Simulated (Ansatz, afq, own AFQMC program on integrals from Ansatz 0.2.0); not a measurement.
GeH$_{2}$, triplet in cc-pVDZ, levels against full CI

```csv
atom,x (Å),y (Å),z (Å)
Ge,0.0000,-0.0303,0.0000
H,0.0000,1.0906,-1.1335
H,0.0000,1.0906,1.1335
```

Basis cc-pVDZ. Noble-gas cores (and the filled d shells of Ga–Kr and In–Xe) are frozen. Integrals, coupled cluster, full CI and functionals: Ansatz 0.2.0; the random walks run on the same integrals in our own AFQMC program. The CISD trial takes its coefficients from CCSD amplitudes. Released means that phaseless walkers are propagated on without the constraint, phases kept. Free AFQMC starts from the CCSD state and is never constrained. Its projection time is finite, and what remains of the start isn't in its error. Uncertainties: one standard error, sampling alone. No spin–orbit coupling.

Determinant: UHF, the one that the program's search chose, which needn't be the lowest solution. The geometry is a PBE0/def2-TZVP stationary point of this or a neighbouring charge and spin state.

Full CI on the same integrals is exact in this basis and with this determinant's frozen core.

Cautions: no relativity below Rb; no spin-orbit coupling; inner d shell frozen; another spin lies lower (by 1.36 eV); the ph-AFQMC/CISD walk drifts between its halves (2.2 errors).

```
T1 diagnostic                               : 0.0163
weight of the determinant in the CISD state : 0.934
⟨S²⟩ of the determinant                     : 2.004
size of the correlated space                : 6 electrons in 23 orbitals
```

```csv
level,correlation energy (eV)
MP2,-1.9271
CCSD,-2.5222
CCSD(T),-2.5761
```

(1) Estimate where full CI lies against CCSD(T) on the same integrals.

(1) 0.67 mEh below CCSD(T).

Reference: full CI, correlation energy -2.594 eV. The released energy is read at 2.40 1/Eh (meV from the phaseless value at times in 1/Eh: -0.8 ± 0.9 at 0.24, -2.0 ± 0.9 at 0.51, -2.4 ± 0.5 at 0.99, -3.7 ± 0.5 at 1.62, -3.8 ± 0.6 at 2.40).

```json
{"level": "CCSD(T)", "E − E(reference) (mEh)": "0.67", "share of correlation (%)": "99.30"}
{"level": "CCSDT", "E − E(reference) (mEh)": "0.04", "share of correlation (%)": "99.96"}
{"level": "CCSDT(Q)", "E − E(reference) (mEh)": "0.00", "share of correlation (%)": "100.00"}
{"level": "CCSDTQ", "E − E(reference) (mEh)": "0.00", "share of correlation (%)": "100.00"}
{"level": "ph-AFQMC/HF", "E − E(reference) (mEh)": "0.47 ± 0.46", "share of correlation (%)": "99.51"}
{"level": "ph-AFQMC/CISD", "E − E(reference) (mEh)": "0.14 ± 0.03", "share of correlation (%)": "99.85"}
{"level": "released AFQMC", "E − E(reference) (mEh)": "0.00 ± 0.02", "share of correlation (%)": "100.00"}
{"level": "free AFQMC", "E − E(reference) (mEh)": "-0.01 ± 0.03", "share of correlation (%)": "100.01"}
```

CCSDT and higher add their correlation energy to the determinant of the CCSD(T) run, since their own runs factorise the integrals more tightly (a shift of under 2 meV). Free projections are given only where their last times agree within the noise and don't stop above the reference; a slow remainder of the start can still hide under it. A walk keeps the symmetry of its determinant, which the program's search chose and which needn't be the lowest solution, so a lower state of the same spin and another symmetry isn't excluded. Released energies are given only where the last usable release times agree within the noise; a slower fall can still hide under it.
